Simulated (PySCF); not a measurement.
Numbering as in the mapped SMILES `[CH3:1][CH:2]([CH3:3])[C:4](=[O:5])[OH:6]`. Hydrogens are named by the atom that carries them.

PySCF 2.14 calculation with PBE0/pcSseg-1 with gauge-including orbitals, geometry: PBE0-D3(BJ)/def2-SVP and couplings computed with B3LYP/pcJ-1 (without the spin–dipole term); rapidly exchanging positions averaged, one computed conformer, no solvent, non-relativistic.

Chemical shifts δ = σref − σ; $^{1}$H (σ = 31.27 ppm) vs TMS, all at this level.

The spectrum was simulated from the full spin Hamiltonian at 90 MHz with 0.8 Hz Lorentzian lines, from shifts rounded to 0.01 ppm and J to 0.1 Hz, couplings under 1 Hz left out. Exchangeable protons (1H) are left uncoupled and out of the list.

Q: List the maxima of its $^{1}$H spectrum with integrals.

A: 
Maxima in ppm (height), grouped by integral:
1H: 2.444 (2), 2.366 (3), 2.353 (5), 2.282 (4), 2.267 (7), 2.191 (4), 2.175 (7), 2.091 (5)
6H: 1.222 (100), 1.135 (76)

Q: Summarise it as multiplets with assignments.

A: $^{1}$H NMR (90 MHz, computed): δ 5.59 (br s, 1H, H(O6)), 2.26 (sept, J = 8.0 Hz, 1H, H(C2)), 1.18 (d, J = 8.0 Hz, 6H, H(C1)/H(C3)). These are first-order names; overlap and second-order distortion can hide them in the list.

OH and NH positions are those of a molecule without intermolecular hydrogen bonds; in solution they move with solvent, concentration and temperature, and exchange usually removes their couplings. Splittings below 1 Hz are ignored in the labels, and close J values are merged. Unscaled 3J(H,H) at this level run about 9 % above measured values.
